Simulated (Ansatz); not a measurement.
## CH4FSi (SMILES [CH2][SiH2]F): the vertical energy of the quartet above the doublet from total energies

CH4FSi: 7 atoms, total charge 0, spin state doublet. SMILES: `[CH2][SiH2]F`. The coordinates come from a PBE0-D4/def2-TZVP relaxation. This is one conformer, not always the lowest.

Both states at this one shape; open shells run unrestricted unless said. 1 Eh = 27.2114 eV.

```
                                     level  program  doublet CH4FSi (Eh)  quartet CH4FSi (Eh)
                             UHF/6-311+G**   Ansatz          -428.634585          -428.329111
                       U-wB97M-V/6-311+G**   Ansatz          -429.813857          -429.520764
RPA@PBE0/6-311+G**, 7 core orbitals frozen   Ansatz          -429.272110          -428.976630
```

Question: Work out the vertical gap, second state less first, at each level.

Answer: 
1. UHF/6-311+G**: -428.329111 − (-428.634585) = 0.305474 Eh = 8.31 eV.
2. U-wB97M-V/6-311+G**: -429.520764 − (-429.813857) = 0.293093 Eh = 7.98 eV.
3. RPA@PBE0/6-311+G**: -428.976630 − (-429.272110) = 0.295480 Eh = 8.04 eV.

No measured value is set beside it here; the levels span 7.98 to 8.31 eV.
